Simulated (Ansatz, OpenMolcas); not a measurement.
**C2H7P (dimethylphosphine): the electronic atomisation energy, rung by rung**

The species is C2H7P (10 atoms), meant as a singlet with charge 0. As SMILES, `CPC`. Geometry: relaxed at PBE0-D4/def2-TZVP.

Quantity: the electronic atomisation energy, in eV. The values are calculated. Electronic energies at fixed atoms, without zero-point motion or spin-orbit coupling.

```
            level                    kind     program  value (eV)
     HF/6-311+G**            Hartree–Fock  OpenMolcas       26.84
  SVWN5/6-311+G**                     LDA  OpenMolcas       40.60
 revPBE/6-311+G**                     GGA  OpenMolcas       35.27
  M06-L/6-311+G**                meta-GGA  OpenMolcas       35.88
  B3LYP/6-311+G**           global hybrid  OpenMolcas       35.93
wB97M-V/6-311+G**  range-separated hybrid      Ansatz       36.19
 B2PLYP/6-311+G**           double hybrid      Ansatz       35.41
    MP2/6-311+G**     perturbation theory      Ansatz       34.10
```

The values span 26.84 to 40.60 eV.
